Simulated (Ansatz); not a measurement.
fcc Ni was calculated with PBEsol (Ansatz, a first-principles code, PAW).

Run with plane-wave cutoff 500 eV, 10×22×1 k mesh (along the axes of the cell as run), Fermi–Dirac smearing 0.1 eV, scalar-relativistic PAW data made under PBE.

Estimate the surface energy of the (211) face and work function of the (211) face that the calculation returns.


- surface energy of the (211) face: 2.69 J/m²
- work function of the (211) face: 4.91 eV

The slab of 24 atoms is relaxed and unreconstructed.

Computed values are for the static lattice.
